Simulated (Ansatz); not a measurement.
We consider hcp Zr, described by PBE in Ansatz (PAW).

Settings: plane-wave cutoff 520 eV, 18×18×10 k mesh (along the axes of the cell as run), Fermi–Dirac smearing 0.05 eV, scalar-relativistic PAW data made under PBE.

Starting structure:

```xyz
2
Lattice="3.2300 0.0000 0.0000 -1.6150 2.7973 0.0000 0.0000 0.0000 5.1500" Properties=species:S:1:pos:R:3 pbc="T T T"
Zr     1.6150     0.9324     3.8625
Zr     0.0000     1.8648     1.2875
```

Task: Into what structure does the relaxation of cell and atoms lead at this level, with the symmetry of the start kept?

Result: The volume grows by 0.5 %; final space group P6_3/mmc.
```xyz
2
Lattice="3.2322 0.0000 0.0000 -1.6161 2.7991 0.0000 0.0000 0.0000 5.1706" Properties=species:S:1:pos:R:3 pbc="T T T"
Zr     1.6161     0.9330     3.8780
Zr     0.0000     1.8661     1.2927
```

Ansatz is a first-principles code.
